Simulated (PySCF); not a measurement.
# CH2-singlet: geometry, electronic excitations

What electronic excitations should CH2-singlet (`[CH2]`) show?

The runs use PySCF 2.14.0, with density-fitted response routines of our own; the level of theory stands in each step. All values are computed, except where a source is named. Atoms are numbered from 0 throughout.

11 further runs of the same task are left out: 11 for a known fault of the program.

### 1 The molecule as given

3 atoms, charge 0, multiplicity 1; geometry from: MMFF94s. The atoms were then displaced at random by about 0.03 Å, so the start is not that level's minimum.

Bonds of the start (Å): C0–H1 1.14, C0–H2 0.95.

### 2 Relaxing the molecule at PBE0-D3(BJ)/def2-SVP

The job: settings as JSON, then the geometry in Å.

```
{"job": {"xc": "PBE0", "basis": "def2-SVP", "d3": "d3bj", "grid": 1, "shake": 0.03, "kind": "geom"}, "charge": 0, "multiplicity": 1}
C      0.061230    -0.076670     0.012540
H     -1.080520    -0.070410    -0.006470
H      1.002880     0.049870    -0.025960
```

Launch:

```bash
> OMP_NUM_THREADS=1 python probes_run.py task.json out
```

This one command runs all jobs of the session in turn.

**Question.** This job is followed by: TDDFT wB97X-D/def2-SVPD, vertical, gas phase, core orbitals frozen in the response. Predict these results of the whole session: point group; rotational constants (main isotopes); lowest singlet (wB97X-D/def2-SVPD); brightest single state of those computed; lowest triplet; vertical ionisation energy (ΔSCF); vertical electron affinity (ΔSCF).

The runs gave:

| quantity | value |
| --- | --- |
| point group | C2v |
| rotational constants (main isotopes) | 567.22, 337.54, 211.61 GHz |
| lowest singlet (wB97X-D/def2-SVPD) | 1.55 eV (799 nm), f = 0.003 |
| brightest single state of those computed | state 8, 11.18 eV, f = 0.304 |
| lowest triplet | 0.05 eV |
| vertical ionisation energy (ΔSCF) | 10.45 eV |
| vertical electron affinity (ΔSCF) | 0.87 eV |

The start was shaken at random, so part of the energy gained undoes that. Relaxing lowered the energy by 1.869 eV in 8 steps; the close pair that moved most is C0–H2, from 0.951 to 1.122 Å. The first singlet state (HOMO→LUMO 1.00) lies at 1.55 eV and is weak; of the 10 states computed, the strongest absorption comes from state 8 at 11.18 eV. The lowest triplet lies 1.51 eV below the lowest singlet (triplets in Tamm-Dancoff, singlets in full TDDFT). At wB97X-D/def2-SVPD, the highest states lie near or above the ionisation energy, where they hang on the basis. The orbital energy would give 9.30 eV for ionisation, ΔSCF gives 10.45 eV.
